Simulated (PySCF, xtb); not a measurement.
BF₃, SMILES FB(F)F (connectivity only; charge and spin as stated), charge -1, multiplicity 2.

Harmonic wavenumbers (cm⁻¹) from GFN2-xTB run with xtb at its own minimum, in rising order: 337, 337, 461, 777, 782, 883.

Q: What does PySCF 2.14.0 with ωB97X-D3(BJ)/def2-SVPD give at its own minimum? (An estimate is asked for; the answer gives what the named calculation found.)

A: 401, 402, 583, 850, 1023, 1023. Paired by order, the mean absolute difference is 117 cm⁻¹ and the zero-point energies are 5.1 and 6.1 kcal/mol.
